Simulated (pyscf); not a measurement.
This saddle point was located with ωB97X-D3(BJ)/def2-SVP in PySCF.

```xyz
8

O      1.7249     1.3185     0.1680
As     0.3739     0.9781    -0.6549
H      0.5520    -0.5376    -1.4074
Si    -0.9904    -0.3975     1.0237
H      0.0439    -0.8127    -0.4661
H     -0.3355    -1.5046     1.7765
H     -2.3153    -0.8221     0.4857
H     -1.1715     0.7510     1.9537
```

Surface: singlet, charge 0. Lowest wavenumbers (cm⁻¹): 1393i, 84, 143, 251, 464.

Task: Which two sides does it connect, and which bonds change?

Result: O=AsH + silane (SiH₄) ⇌ O=As–SiH₃ + hydrogen (H₂), a four-centre exchange read from left to right: As–H, H–Si broken and As–Si, H–H formed. At ωB97M-D3(BJ)/def2-TZVP it lies +1.18 eV from the left side and +1.05 eV from the right (each side as separated species at their lowest minima found). The same reactants have a lower exit, to H₃Si–O–AsH₂ (barrier +0.26 eV at ωB97M-D3(BJ)/def2-TZVP, against +1.18 eV here). O=AsH lies 0.32 eV over its isomer HO–As: [triplet] (electronic energy, ωB97M-D3(BJ)/def2-TZVP). O=As–SiH₃ lies 1.84 eV over its isomer HO–SiH=AsH (electronic energy, ωB97M-D3(BJ)/def2-TZVP). This is the saddle that the search found; another between the same sides may lie lower. Elements up to Kr have no core potential and no relativistic terms here.
